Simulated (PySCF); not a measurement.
**Simulated absorption spectrum**

Compound: C₄H₅P.
SMILES: `P#CC1CC1`

Computed, not measured: PySCF, TDDFT CAM-B3LYP/def2-SVPD, vertical, gas phase, core orbitals frozen in the response. Geometry: GFN2-xTB; no solvent, vibrations or thermal averaging.

Each state is given a Gaussian of 0.4 eV full width at half maximum, with ε(max) = 2.175×10⁸ f / Δν̃ (Δν̃ the width in cm⁻¹). The width is an assumption, not a result. The curve ends short of the highest state used, and states not computed would add to its high-energy end.

E (eV), ε (L mol⁻¹ cm⁻¹) and a bar:
```
     3.41          0 
     3.51          0 
     3.60          0 
     3.70          0 
     3.80          1 
     3.90          3 
     4.00         11 
     4.09         38 
     4.19        122 
     4.29        284 
     4.39        472 
     4.48        556 
     4.58        482 
     4.68        298 
     4.78        132 
     4.88         42 
     4.97         12 
     5.07          2 
     5.17          0 
     5.27          0 
     5.37          0 
     5.46          0 
     5.56          0 
     5.66          0 
     5.76          0 
     5.86          0 
     5.95          0 
     6.05          0 
     6.15          2 
     6.25         16 
     6.35        104 
     6.44        434 
     6.54       1729 #
     6.64       5769 #####
     6.74      16057 ##############
     6.84      35628 ##############################
```

(1) Where are the band maxima, and which computed states make them?

(2) On this curve, what absorbance would a 10⁻³ mol/L sample give at 266 nm over a 1 cm path?

(3) Coming from long wavelengths, where does ε first pass 100 L mol⁻¹ cm⁻¹?

## Answers

(1) 276 nm (4.49 eV), ε about 560, made up of S2 (97%) (ε in L mol⁻¹ cm⁻¹; maxima over ε = 5, shares over 10%). At its high-energy end, 6.84 eV, the curve is still rising (ε about 36000, from S4 and S5). The states used: S1 4.01 eV (f 0.0000); S2 4.48 eV (f 0.0080); S3 4.62 eV (f 0.0003); S4 6.81 eV (f 0.054); S5 7.06 eV (f 1.057); S6 7.21 eV (f 0.020); S7 7.33 eV (f 0.084); S8 7.44 eV (f 0.012).

(2) 266 nm is 4.661 eV, where ε is about 340 L mol⁻¹ cm⁻¹, so A = ε c l ≈ 0.34 (Beer–Lambert, with the gas-phase spectrum and the assumed width).

(3) At about 297 nm (4.17 eV), 0.16 eV above S1.

Hardware: one thread, Intel Xeon Platinum 8259CL at 2.50 GHz (x86_64), no GPU, shared host with 96 logical CPUs at a one-minute load of 61. Cost: 16 s, 0.61 GiB resident at most.
